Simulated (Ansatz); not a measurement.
Basis-set extrapolation for H3O2P (`OPO`) (PBE0-D4/def2-TZVP geometry, frozen core, Ansatz). Multiplicity 1, RHF reference.

```
                      def2-TZVPP   def2-QZVPP
                 HF  -492.330243  -492.348391
    MP2 correlation    -0.635098    -0.687971
CCSD(T) correlation    -0.678543      not run
```

Energies in hartree. Use E(X) = E(∞) + A·exp(−7.88·√X) for Hartree–Fock and E(X) = E(∞) + B·X^(−2.97) for correlation, with X = 3 and 4, and add CCSD(T) minus MP2 of the smaller set to the MP2 limit.

What is the CCSD(T) energy at the basis-set limit?

HF limit: -492.348391 + (-0.018148) × 0.13774 = -492.35089. MP2 limit: -0.687971 + (-0.052873) × 0.74074 = -0.72714. Higher-order term: -0.678543 − (-0.635098) = -0.04344. Total: -493.12147 hartree, 70.7 kcal/mol below CCSD(T)/def2-TZVPP.
